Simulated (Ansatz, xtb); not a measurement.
# A geometry optimisation of CO3S with r2SCAN-D4/def2-SVP

The starting geometry of this gas-phase singlet was built from a drawn formula by distance geometry and a force field; its bonds are those of `O=C1OSO1`.

```xyz
5

C    -2.4883   -0.3222   -1.0789
O    -3.0824   -1.3015   -1.5078
O    -1.8546   -0.0434    0.0787
O    -2.2780    0.8955   -1.7136
S    -1.4617    1.4655   -0.4310
```

Task: Predict what it relaxes into with r2SCAN-D4/def2-SVP.

Result: It keeps its bonds, and is `O=C1OSO1`.

The energy falls by 0.35 eV over 6 steps:

| step | E − E(last) (eV) |
| --- | --- |
| 1 | 0.351 |
| 2 | 0.134 |
| 3 | 0.011 |
| 4 | 0.001 |
| 5 | 0.000 |
| 6 | 0.000 |

Final geometry (Å):

```json
{"atom": "C", "x (Å)": "-2.4972", "y (Å)": "-0.3136", "z (Å)": "-1.1051"}
{"atom": "O", "x (Å)": "-3.0632", "y (Å)": "-1.2831", "z (Å)": "-1.4793"}
{"atom": "O", "x (Å)": "-1.8700", "y (Å)": "-0.0944", "z (Å)": "0.0866"}
{"atom": "O", "x (Å)": "-2.3050", "y (Å)": "0.8704", "z (Å)": "-1.7552"}
{"atom": "S", "x (Å)": "-1.4296", "y (Å)": "1.5147", "z (Å)": "-0.3994"}
```

From the same start GFN2-xTB reaches the same bonding as this run.

The end wasn't checked by frequencies. Run with Ansatz 0.2.0, 14 s on 1 thread of AMD EPYC (Zen 3) (shared host).
